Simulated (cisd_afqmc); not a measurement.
Input (AFQMC/CISD/cc-pV(D+d)Z; cisd_afqmc is a phaseless AFQMC code with CISD trial states that reads the integrals written by Ansatz): A basis named .json is the Basis Set Exchange file of that set.

Ansatz 0.2 input:
```python
import cisd_afqmc

open("ham.yaml", "w").write("""\
crystal:
  periodic: [false, false, false]
  atoms:
    - {symbol: O, position_ang: [-1.58087049, 0.06927437, 0.19064789]}
    - {symbol: C, position_ang: [-0.63884525, -0.04486036, -0.50883688]}
    - {symbol: S, position_ang: [1.03000221, -0.01781455, 0.09548989]}
basis:
  gaussian:
    orbitals: cc-pV_D+d_Z.json
magnetization: {spin_polarized: true, initial_magnetization: 2}
correlation: {method: ccsd, electrons: outside_noble_gas, hamiltonian_folder: ham}
""")
rep = cisd_afqmc.ansatz("ham.yaml")
e_ccsd = rep["correlation"]["coupled_cluster"]["energy"]["hartree"]
out = cisd_afqmc.run("ham", e_ccsd, trial="CISD", walkers=200, populations=8, threads=8, dt=0.005, steps=40, early=24, settle=10, least=32,
    cut=5e-5, rank_cut=2e-4, target=0.0004, seconds=1500, seed=1, memory=17280, gpu=False)
```

Output:

```
orbitals 44, occupied [9, 7], factors 258 of 492, rank of the doubles 292 of 574
E(HF) = -510.206167
E(CCSD) on the cut factors = -510.624631, shift to the whole factors -0.000006
Energy of the trial state on the determinant = -510.624590
  tau behind 7.2 of longer steps, mean of the populations' last blocks
   2.0  -510.64196
   4.0  -510.64029
   6.0  -510.64200
   8.0  -510.64260
  10.0  -510.64368
  12.0  -510.64214
  14.0  -510.64329
  16.0  -510.64261
  18.0  -510.64077
blocks 828 (0 outliers left out), error by blocks joined: 1: 0.00019, 2: 0.00024, 4: 0.00029, 8: 0.00034, 16: 0.00039
E(AFQMC/CISD) = -510.64217 +/- 0.00039
```

This triplet is an excited state, 3.4 eV above the singlet at CCSD(T)/cc-pV(5+d)Z (Ansatz).
